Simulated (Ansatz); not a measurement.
The same path of CH$_{3}$NO (6 atoms, charge 0, multiplicity 1) was run twice with different band settings. The coordinate that changes most is the dihedral H4–N1–C2–O3.

Method: RKS B3LYP-D4/6-31G* (Ansatz).

Relaxed end points:

```xyz
6
Properties=species:S:1:pos:R:3
N 0.148 -0.608 -0.334
C -0.128 0.557 0.314
O -1.232 0.901 0.691
H -0.608 -1.247 -0.543
H 1.081 -0.838 -0.642
H 0.782 1.171 0.469
```

```xyz
6
Properties=species:S:1:pos:R:3
N 0.144 -0.596 -0.357
C -0.128 0.554 0.319
O -1.235 0.910 0.673
H 1.086 -0.853 -0.613
H -0.614 -1.226 -0.582
H 0.789 1.147 0.514
```

Common settings: spring 5.0 eV/Å²; optimiser quadratic models (default); start path IDPP; force threshold 0.03 eV/Å; iteration limit 60; end points relaxed.

| run | movable images | climbing image |
| --- | --- | --- |
| 1 | 9 | yes |
| 2 | 2 | no |

Question: What does each run give, and how far can it be trusted?

Answer: Run 1: converged after 13 iterations, highest image 0.777 eV above the first end. A vibrational analysis at the climbing image gives one clearly imaginary mode, 554i cm⁻¹: a first-order saddle point.
Run 2: converged after 10 iterations, highest image 0.557 eV above the first end. No image climbed, so the highest image needn't sit at the top of the path. So few images can step over the top or miss a turn of the path.
